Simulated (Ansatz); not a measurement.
# CH₅OS+ (SMILES CS[OH2+]): one structure at several levels

One table from this session's results is given with a row withheld; the runs are named, their logs left out.

Computed with Ansatz 0.2.0, Gaussian basis. Level: single points in def2-TZVPP.

Cores are frozen in the correlated methods.

## The starting structure

8 atoms, charge 1, spin multiplicity 1.

Atoms are counted from 1 here; the program's logs count them from 0.

Bond lengths: C1–S2 1.736 Å, C1–H4 1.035 Å, C1–H5 1.145 Å, C1–H6 1.086 Å, S2–O3 1.867 Å, O3–H7 0.897 Å, O3–H8 0.983 Å. Angles: S2–C1–H4 110.7°, S2–C1–H5 107.8°, S2–C1–H6 106.4°, H4–C1–H5 115.8°, H4–C1–H6 112.7°, H5–C1–H6 102.8°, C1–S2–O3 101.7°, S2–O3–H7 119.4°, S2–O3–H8 109.0°, H7–O3–H8 108.6°.

As a file:

```
C    -0.78660    0.86800   -0.39640
S    -0.04310    0.19480    1.02060
O     0.96750   -1.19680    0.29490
H    -1.39220    0.16820   -0.85870
H     0.04200    1.31650   -1.04660
H    -1.33590    1.74500   -0.06680
H     0.78660   -2.04270    0.53270
H     1.92030   -1.02090    0.46080
```

The first run:

File run/in.yaml:

```yaml
crystal:
  periodic: [false, false, false]
  atoms:
    - {symbol: C, position_ang: [-0.786600, 0.868000, -0.396400]}
    - {symbol: S, position_ang: [-0.043100, 0.194800, 1.020600]}
    - {symbol: O, position_ang: [0.967500, -1.196800, 0.294900]}
    - {symbol: H, position_ang: [-1.392200, 0.168200, -0.858700]}
    - {symbol: H, position_ang: [0.042000, 1.316500, -1.046600]}
    - {symbol: H, position_ang: [-1.335900, 1.745000, -0.066800]}
    - {symbol: H, position_ang: [0.786600, -2.042700, 0.532700]}
    - {symbol: H, position_ang: [1.920300, -1.020900, 0.460800]}
basis:
  gaussian: {orbitals: def2-TZVPP}
total_charge: 1
correlation: {method: ccsd_t}
output: {forces: true}
```

No record of the launch command was kept for these runs.

Among the steps run: CCSD(T)/def2-TZVPP; PBE0-D4/def2-TZVPP; wB97M-V/def2-TZVPP; r2SCAN-D4/def2-TZVPP; PBE-D4/def2-TZVPP; wB97X-V/def2-TZVPP; revPBE-D4/def2-TZVPP.

One of the session's tables, all rows but one given; the rest of the session is left out.

| method | RMS force component (eV/Å) | angle to CCSD(T) forces (°) |
| --- | --- | --- |
| CCSD(T) | 1.801 | reference |
| PBE0-D4 | 1.789 | 4.7 |
| wB97M-V | ? | ? |
| r2SCAN-D4 | 1.784 | 4.3 |
| PBE-D4 | 1.855 | 7.2 |
| wB97X-V | 1.820 | 3.5 |
| revPBE-D4 | 1.853 | 6.9 |

**Question.** Estimate the row for wB97M-V.

The run gave: RMS force component (eV/Å): 1.783; angle to CCSD(T) forces (°): 2.8. In the column «RMS force component (eV/Å)» it is the lowest.
